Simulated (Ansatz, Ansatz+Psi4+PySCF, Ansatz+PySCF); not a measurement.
```xyz
3

H     0.0000    0.0000   -2.2313
F     0.0000    0.0000   -0.6162
F     0.0000    0.0000    0.8641
```

Basis set: cc-pVTZ (spherical functions). Frozen core: 2 orbitals. Correlation on ROHF uses semicanonical orbitals with singles. Charge 0, multiplicity 2.

Computed with Ansatz (development build ahead of 0.2.0); each method stands on the lowest determinant of its kind that the runs found.

Task: Give the atomization energy at this shape (free ground-state atoms in the same class of orbitals less the molecule, no zero-point energy) of doublet HF2 by ROHF-CCSD(T), UHF-CCSD(T), ROHF-MP2, UHF-MP2.

Result:

```
      method  atomization energy
ROHF-CCSD(T)        132.7 kJ/mol
 UHF-CCSD(T)        128.9 kJ/mol
    ROHF-MP2        143.4 kJ/mol
     UHF-MP2         44.5 kJ/mol
```

Caution for ROHF-CCSD(T), ROHF-MP2: an unrestricted determinant lies well below. Caution for UHF-CCSD(T), UHF-MP2: the unrestricted determinant is spin contaminated.
